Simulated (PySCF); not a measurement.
# Complex of silanol and ammonium

The system is a cluster of silanol and ammonium, charge +1, singlet.

Parts: 1 = silanol (O[SiH3]), atoms 1–6; 2 = ammonium ([NH4+]), atoms 7–11, charge +1.

```xyz
11

O     0.654    0.580    0.532
Si   -0.616   -0.039   -0.475
H     1.512    0.147    0.468
H    -1.725    0.892   -0.139
H    -0.187    0.073   -1.890
H    -0.902   -1.434   -0.064
N     0.256    2.608    2.129
H    -0.248    2.294    2.962
H     1.130    3.053    2.420
H    -0.316    3.300    1.638
H     0.459    1.763    1.474
```
Atom numbers follow the order of the file, from 1.

In these coordinates O1···H11 is 1.525 Å. Part 2 is then moved rigidly along that line, all else held; at short range other atoms may come into contact.

The starting structure comes from a short search with a few starts; no frequency run checks that it is a minimum, and another way of binding may lie lower.

Method: PBE0-D3(BJ)/def2-TZVP interaction energy, counterpoise and uncorrected, gas phase (PySCF 2.14.0). Geometry: PBE0-D3(BJ)/def2-SVPD.

Energies in kcal/mol, cluster less frozen parts; CP is counterpoise-corrected. Electrostatic, Pauli, orbital and dispersion terms sum to the uncorrected value; Pauli holds the exchange-correlation of the frozen density too, and orbital the superposition error (at most 0.46 kcal/mol here).

(1) The points computed are O1···H11 (Å) = 1.220, 1.296, 1.373, 1.449, 1.525, 1.601, 1.677, 1.906, 2.287, 3.050, 4.575. At which is the CP energy lowest, and how does the curve run?

Answers

(1) At 1.525, with -25.96 kcal/mol.
```
O1···H11 (Å)      CP  electrostatic  Pauli  orbital  dispersion
       1.220  -17.54         -45.43  81.08   -52.34       -1.31
       1.296  -21.81         -40.31  61.69   -42.34       -1.26
       1.373  -24.31         -35.72  46.73   -34.48       -1.21
       1.449  -25.57         -31.70  35.24   -28.27       -1.16
       1.525  -25.96         -28.24  26.46   -23.37       -1.11
       1.601  -25.76         -25.29  19.78   -19.47       -1.06
       1.677  -25.16         -22.77  14.72   -16.36       -1.01
       1.906  -22.20         -17.23   5.87   -10.21       -0.86
       2.287  -16.77         -11.97   1.09    -5.41       -0.63
       3.050   -9.53          -7.17  -0.03    -2.13       -0.31
       4.575   -4.13          -3.58   0.00    -0.51       -0.06
```

The 11 runs took 4.2 min in all, one thread each of Intel Xeon on a shared host, launched as `OMP_NUM_THREADS=1 python cluster_run.py task.json out`.
